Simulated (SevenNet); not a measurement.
**fcc Al**

These are the machine-learned potential SevenNet-l3i5 (trained on PBE and PBE+U data) values and carry that method's errors.

Cell: relaxed at this level.

equilibrium lattice constant a: 4.038 Å
volume per atom: 16.47 Å³/atom
vacancy formation energy: 0.49 eV

Measured, for comparison: lattice constant a 4.018 Å, equilibrium volume per atom 16.22 Å³/atom (static lattice: zero-point anharmonic expansion removed; as tabulated in Mejia-Rodriguez and Trickey (2018), arXiv:1807.09216); vacancy formation energy 0.66 eV (not corrected to a static lattice, monovacancy; as tabulated in Garrity and Choudhary (2023), arXiv:2112.11585). Computed (rounded) less measured: lattice constant a +0.5 %, equilibrium volume per atom +1.5 %, vacancy formation energy -0.17 eV.

A machine-learned potential is trained on density-functional data: it inherits that level's misses and adds fitting errors of its own.
